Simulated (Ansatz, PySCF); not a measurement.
Molecule: sulfur dioxide, SO2, charge 0, multiplicity 1. 
Structure (B3LYP-D3(BJ)/def2-TZVP (Ansatz, a program for electronic structure) minimum search):
```xyz
3

S     -0.0171     0.0041     0.3653
O      0.0256     1.2345    -0.3789
O      0.0086    -1.2427    -0.3517
```

Dipole moments at this geometry, in debye (magnitudes).

| level | program | dipole (D) |
|---|---|---|
| SVWN5/def2-TZVPD | Ansatz | 1.56 |
| revPBE/def2-TZVPD | Ansatz | 1.50 |
| BP86/def2-TZVPD | PySCF | 1.53 |
| M06-L/def2-TZVPD | PySCF | 1.51 |
| B97M-V/def2-TZVPD | Ansatz | 1.57 |
| BHLYP/def2-TZVPD | Ansatz | 1.87 |
| TPSSh/def2-TZVPD | PySCF | 1.58 |
| r2SCAN0/def2-TZVPD | Ansatz | 1.69 |
| PW6B95/def2-TZVPD | PySCF | 1.72 |
| M06-2X/def2-TZVPD | PySCF | 1.82 |
| MN15/def2-TZVPD | PySCF | 1.71 |
| HSE06/def2-TZVPD | Ansatz | 1.66 |
| wB97M-V/def2-TZVPD | Ansatz | 1.77 |
| CCSD(T)/aug-cc-pV(D+d)Z | Ansatz | 1.69 |

Measured: 1.63 D (NIST CCCBDB, as tabulated in the package chemicals), a vibrational average. This is an older compilation, not checked against later work.
